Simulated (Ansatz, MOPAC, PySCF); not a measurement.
Molecule: C$_{3}$H$_{5}$, charge 0, multiplicity 2. SMILES: C[C]=C
Geometry from a B3LYP-D3(BJ)/def2-TZVP (Ansatz, an electronic-structure program) optimisation:
```
C
C 1 1.3046
H 2 1.0851 1 122.58
H 2 1.0936 3 116.06 1 -180.00
C 1 1.4640 2 140.56 3 180.00
H 5 1.0927 1 111.28 2 120.10
H 5 1.0927 6 107.46 1 -122.05
H 5 1.0997 6 107.90 7 -116.11
```
Charge 0, spin multiplicity 2.

Wanted: size of the dipole moment, in D. Terms: dispersion terms only where a functional's name holds one; spin-orbit terms left out; 6-311+G** with 5d; non-relativistic; 6-31G* and kin with 6d, 5d where marked; UHF or UKS for open shells; LANL2DZ all-electron up to Ne. First-principles rows: single points at B3LYP-D3(BJ) geometries (Ansatz). Semi-empirical rows: dipoles at the shared geometry.

| level | program | size of the dipole moment (D) |
|---|---|---|
| AM1 | MOPAC | 0.99 |
| PBE/3-21G | Ansatz | 0.92 |
| B3LYP/STO-3G | Ansatz | 0.73 |
| B3LYP/LANL2DZ | Ansatz | 1.11 |
| B3LYP/6-31G* | Ansatz | 0.84 |
| PBE0/6-311+G** | Ansatz | 0.99 |
| M06-2X/6-311+G** | PySCF | 0.96 |

No value to compare with is used here. The 7 habitual levels span 0.73 (B3LYP/STO-3G) to 1.11 D (B3LYP/LANL2DZ).

The levels are drawn from those run, B3LYP/6-31G* more often than the rest, none by its result; runs whose electronic state is in doubt are left out.
